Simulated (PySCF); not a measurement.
Compound: para-CH2CCCN radical, C4H2N (doublet state).
Cartesian coordinates in Å at the PBE0-D3(BJ)/def2-SVP level; atoms count from 1:
```xyz
7
C4H2N angstrom
C     -1.4140   -0.6000    0.8524
C     -0.2871   -0.1228    0.2700
C      0.7453    0.3154   -0.2645
C      1.8746    0.7974   -0.8487
N      2.8451    1.2125   -1.3508
H     -2.3684   -0.5892    0.3186
H     -1.3888   -1.0035    1.8685
```

Identity: `[CH2]C#CC#N` (para-CH2CCCN radical).

Computed, not measured: UKS B3LYP, IGLO-III on C N, pcH-1 on H, non-relativistic, mean-field spin-orbit, GIAO in PySCF. Geometry: PBE0-D3(BJ)/def2-SVP; no solvent, vibrations or thermal averaging. The SCF solution wasn't tested for stability. ⟨S²⟩ is 0.782 where a pure state has 0.75.

Q: Give the principal g shifts and their parts.

A: 
```csv
Δg (ppm),1,2,3
relativistic mass correction,-159,-159,-159
gauge correction,5,38,42
orbital Zeeman/spin–orbit,93,1135,1330
total,-62,1014,1212
```

So g = 2.00226, 2.00333, 2.00353 and g_iso = 2.00304; the tensor is rhombic: the two nearest values differ by 16 % of g3 − g1. Axes: g1 is normal to the molecular plane and g3 points within 1° of the C1–C2 bond.

Q: What effective moment and Curie constant follow for a powder?

A: With the mean of g² = 4.0122 and S(S+1) = 0.75: μ_eff = √(⟨g²⟩S(S+1)) = 1.735 μB and χT = 0.12505·⟨g²⟩·S(S+1) = 0.376 cm³ K/mol (cgs; spin-Hamiltonian part alone).

Q: At 94.034 GHz, how far is the centre of the isotropic spectrum from where a free electron (g = 2.002319) resonates?

A: B = hν/(g μB) with μB/h = 13.99624 MHz/mT gives 3355.37 mT for the free electron and 3354.16 mT at g_iso, 1.21 mT lower.

Q: What are the electron Larmor frequencies g μB B/h along the three axes at 3350 mT?

A: 93.8807, 93.9311, 93.9404 GHz for g1, g2 and g3, a range of 59.7 MHz.

Q: In a frozen sample, at which fields do the three g values resonate at 9.5, 34, 94 and 263 GHz (hyperfine left aside), and which band first spreads them over more than twice a line width of 0.3 mT?

A: 
| band | GHz | B(g3) mT | B(g2) mT | B(g1) mT | spread mT |
| --- | --- | --- | --- | --- | --- |
| X | 9.5 | 338.78 | 338.81 | 338.99 | 0.22 |
| Q | 34.0 | 1212.47 | 1212.59 | 1213.24 | 0.77 |
| W | 94.0 | 3352.12 | 3352.46 | 3354.26 | 2.13 |
| J | 263.0 | 9378.82 | 9379.74 | 9384.78 | 5.97 |

The spread grows in proportion to the frequency. Q band is the first where it exceeds 0.6 mT.

Largest spin populations (Mulliken): C1 (+0.72), C3 (+0.50), C2 (-0.27) and N5 (+0.27). Three atoms exceed +0.15. The angles at C1 add up to 360.0°, so it is planar; its axial dipolar tensor and the negative couplings of its protons fit spin in a p orbital normal to that plane.

The HOMO–LUMO gaps are 5.10 eV among the α and 4.17 eV among the β orbitals.

Hardware: one thread of an Arm Neoverse V2, no GPU, on a shared host. Cost: 19 s wall.
